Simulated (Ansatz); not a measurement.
Working through a composite energy at a relaxed geometry of AlClH2O, SMILES [OH][AlH][Cl]

Computed with Ansatz 0.2.0 through its Python package.

Run as a notebook:

```python
import itertools

import ansatz as az
from ase.data import atomic_numbers, covalent_radii
import numpy as np
```

```python
geometry_ang = [
    ('O', (-1.0302, 0.0451, -0.9627)),
    ('Al', (0.4306, 0.0977, 0.0621)),
    ('Cl', (1.3057, -1.8063, 0.703)),
    ('H', (-1.7507, 0.1088, -0.3271)),
    ('H', (1.0944, 1.481, 0.4833)),
]
molecule = az.Crystal.molecule()
for symbol, xyz in geometry_ang:
    molecule = molecule.atom(symbol, xyz)
```

```python
model = (
    molecule.calculation()
    .basis(gaussian='def2-SVP')  # atom-centred Gaussian functions
    .functional('r2SCAN')
)
symbols = [site.symbol for site in molecule.cartesian_sites]
start = np.array([site.position_ang for site in molecule.cartesian_sites], dtype=float)
r = model.relax(force_tolerance=0.01).run(threads=1).report
end = np.array(r['positions_ang'])
# pairs closer than 1.2 times the sum of covalent radii, before or after
radius = [covalent_radii[atomic_numbers[s]] for s in symbols]
span = lambda where, i, j: np.linalg.norm(where[i] - where[j])
bonded = [(i, j) for i, j in itertools.combinations(range(len(symbols)), 2) if min(span(start, i, j), span(end, i, j)) < 1.2 * (radius[i] + radius[j])]
print('pair        before    after (A)')
for i, j in bonded:
    print(f'{symbols[i]}{i}-{symbols[j]}{j}'.ljust(10), f'{span(start, i, j):8.4f} {span(end, i, j):8.4f}')

minimum = az.Crystal.molecule()
for symbol, place in zip(symbols, end):
    minimum = minimum.atom(symbol, place.tolist())
at_minimum = minimum.calculation()
# MP2 extrapolated to the basis limit, plus the small-basis difference CCSD(T) - MP2
level = lambda method, basis: at_minimum.basis(gaussian=basis).correlation(method).run(threads=1).report
small, large, cluster = level('mp2', 'cc-pVDZ'), level('mp2', 'cc-pVTZ'), level('ccsd_t', 'cc-pVDZ')
corr = lambda each: (each['free_energy_ev'] - each['reference_energy_ev']) / 27.211386246
mp2_limit = (27 * corr(large) - 8 * corr(small)) / 19
pieces = {'HF / cc-pVTZ': large['reference_energy_ev'] / 27.211386246, 'MP2 correlation, DZ-TZ limit': mp2_limit, 'CCSD(T) - MP2 / cc-pVDZ': corr(cluster) - corr(small)}
for name, value in pieces.items():
    print(f'{name:32s} {value:14.6f} Ha')
print(f'{"sum":32s} {sum(pieces.values()):14.6f} Ha')
print('T1 diagnostic', round(cluster['correlation']['coupled_cluster']['t1_diagnostic'], 4))
```

    pair        before    after (A)
    O0-Al1       1.7852   1.6928
    O0-H3        0.9629   0.9608
    Al1-Cl2      2.1913   2.1069
    Al1-H4       1.5911   1.5656
    HF / cc-pVTZ                        -777.638994 Ha
    MP2 correlation, DZ-TZ limit          -0.559880 Ha
    CCSD(T) - MP2 / cc-pVDZ               -0.032707 Ha
    sum                                 -778.231581 Ha
    T1 diagnostic 0.0127

Reading the output:
- Total energies depend on the basis set; only differences at equal settings carry meaning.
- The sum leaves out core correlation, relativity, the Hartree-Fock basis error and zero-point energy; a DZ-TZ extrapolation is rough.
- Inner cores stay frozen, so this is valence correlation.
- For Al to Cl the sets with a tight d function, cc-pV(X+d)Z, are usual.
- An extrapolation from small basis sets is rough.
- Hardware and time: 19 s on 1 thread of INTEL(R) XEON(R) PLATINUM 8581C CPU @ 2.30GHz (Emerald Rapids), on a shared host, peak memory 0.27 GiB.
